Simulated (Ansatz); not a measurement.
2H MoTe2, treated with r²SCAN (plane waves, PAW; Ansatz, a first-principles code).

Run with plane-wave cutoff 560 eV, 12×12×4 k mesh (along the axes of the cell as run), Fermi–Dirac smearing 0.01 eV, no spin polarisation, scalar-relativistic PAW data made under PBE.

The cell is scaled about its equilibrium volume:

Shape and atoms are relaxed at each volume.

| V (Å³/atom) | P (GPa) | direct gap at Γ (eV) | smallest gap on the k mesh (eV) | c (Å) |
|---|---|---|---|---|
| 25.919 | 0.99 | 2.997 | 0.965 | 14.276 |
| 26.459 | 0.42 | 3.022 | 1.031 | 14.496 |
| 26.999 | 0.01 | 3.053 | 1.060 | 14.731 |
| 27.539 | -0.28 | 3.088 | 1.060 | 14.981 |
| 28.079 | -0.46 | 3.128 | 1.061 | 15.247 |

The fundamental gap (1.05 eV at the equilibrium volume, with added k points) lies elsewhere than Γ–Γ.

Measured, for comparison: band gap 1.06 ± 0.01 eV (4 K, zero-point motion not removed, indirect, absorption from ellipsometry, single crystal; as tabulated in Gulo et al. (2023), doi:10.1103/physrevmaterials.7.044001).

Note: for a layered or molecular solid the relaxed cell lies over 5 % above the published volume, where the minimum can be shallow; the cell comes from a level without a dispersion term, which matters for the spacing of layers, chains or molecules; the bulk modulus comes from volumes at which shape and atoms were relaxed.

Spin–orbit coupling is not included; with these elements it can move the gap by several tenths of an eV or more.
